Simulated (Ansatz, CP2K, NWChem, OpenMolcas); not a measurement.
## PH3 (phosphine): the HOMO–LUMO gap, rung by rung

The species is PH3 (4 atoms), meant as a singlet with charge 0. SMILES: `P`. The coordinates come from a PBE0-D4/def2-TZVP relaxation.

Quantity: the HOMO–LUMO gap, in eV. The values are calculated.

| level | kind | program | value (eV) |
| --- | --- | --- | --- |
| MNDO | semi-empirical | CP2K | 13.00 |
| HF/aug-cc-pVTZ | Hartree–Fock | NWChem | 11.39 |
| SVWN5/aug-cc-pVTZ | LDA | NWChem | 6.10 |
| BLYP/aug-cc-pVTZ | GGA | OpenMolcas | 5.89 |
| M06-L/aug-cc-pVTZ | meta-GGA | OpenMolcas | 6.68 |
| BHLYP/aug-cc-pVTZ | global hybrid | NWChem | 9.01 |
| CAM-B3LYP/aug-cc-pVTZ | range-separated hybrid | NWChem | 9.40 |
| PBE-QIDH/aug-cc-pVTZ | double hybrid | Ansatz | 10.17 |

The values span 5.89 to 13.00 eV. Orbital gaps aren't excitation energies, and those of double hybrids come from the SCF part alone; they tend to grow with the share of exact exchange.
